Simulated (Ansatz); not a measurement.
Basis-set extrapolation for C₃H₆O₂, SMILES `COCC=O` (PBE0-D4/def2-TZVP geometry, frozen core, Ansatz 0.2.0). Multiplicity 1, RHF reference.

```json
{"": "HF", "def2-TZVPP": "-266.899264", "def2-QZVPP": "-266.911775"}
{"": "MP2 correlation", "def2-TZVPP": "-0.965794", "def2-QZVPP": "-1.035449"}
{"": "CCSD(T) correlation", "def2-TZVPP": "-1.036221", "def2-QZVPP": "not run"}
```

Energies in hartree. Use E(X) = E(∞) + A·exp(−7.88·√X) for Hartree–Fock and E(X) = E(∞) + B·X^(−2.97) for correlation, with X = 3 and 4, and add CCSD(T) minus MP2 of the smaller set to the MP2 limit.

Q: What is the CCSD(T) energy at the basis-set limit?

A: HF limit: -266.911775 + (-0.012511) × 0.13774 = -266.91350. MP2 limit: -1.035449 + (-0.069655) × 0.74074 = -1.08705. Higher-order term: -1.036221 − (-0.965794) = -0.07043. Total: -268.07098 hartree, 355.7 kJ/mol below CCSD(T)/def2-TZVPP.
